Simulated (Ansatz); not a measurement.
**ReS2 (P-1, No. 2; cell taken from a computed entry)**

All values below come from r²SCAN-D4 in Ansatz (plane waves, PAW).

Settings: plane-wave cutoff 500 eV, 8×8×4 k mesh (along the axes of the cell as run), gaussian smearing 0.02 eV, no spin polarisation, scalar-relativistic PAW data made under PBE.

Cell (relaxed at this level):

```cif
data_Re8S16
_chemical_formula_sum 'Re8 S16'
_space_group_name_H-M_alt 'P 1'
_space_group_IT_number 1
_cell_length_a 6.36929
_cell_length_b 6.47190
_cell_length_c 12.81818
_cell_angle_alpha 76.302
_cell_angle_beta 89.546
_cell_angle_gamma 61.104
loop_
_space_group_symop_operation_xyz
  'x, y, z'
loop_
_atom_site_label
_atom_site_type_symbol
_atom_site_fract_x
_atom_site_fract_y
_atom_site_fract_z
_atom_site_occupancy
Re1 Re 0.18739 0.06430 0.24637 1
Re2 Re 0.81261 0.93570 0.75363 1
Re3 Re 0.31260 0.43570 0.25363 1
Re4 Re 0.68740 0.56430 0.74637 1
Re5 Re 0.76123 0.03742 0.24901 1
Re6 Re 0.23877 0.96258 0.75099 1
Re7 Re 0.26124 0.53742 0.74902 1
Re8 Re 0.73876 0.46258 0.25098 1
S1 S 0.90596 0.71226 0.15386 1
S2 S 0.09404 0.28774 0.84614 1
S3 S 0.60228 0.77893 0.87600 1
S4 S 0.39772 0.22107 0.12400 1
S5 S 0.36661 0.74909 0.14072 1
S6 S 0.63339 0.25091 0.85928 1
S7 S 0.14234 0.72596 0.89045 1
S8 S 0.85766 0.27404 0.10955 1
S9 S 0.35767 0.77404 0.60955 1
S10 S 0.64233 0.22596 0.39045 1
S11 S 0.13338 0.75091 0.35928 1
S12 S 0.86662 0.24909 0.64072 1
S13 S 0.10228 0.27893 0.37600 1
S14 S 0.89772 0.72107 0.62400 1
S15 S 0.59403 0.78774 0.34614 1
S16 S 0.40597 0.21226 0.65386 1
```

```
Property                       Result
--------  ---------------------------
band gap  1.34 eV (on the SCF k mesh)
```

Note: the relaxation could not lower the start's symmetry, so the cell can be a saddle point above a distorted one.

Spin–orbit coupling is not included.

Computed values are for the static lattice.

Ansatz is an electronic-structure program.
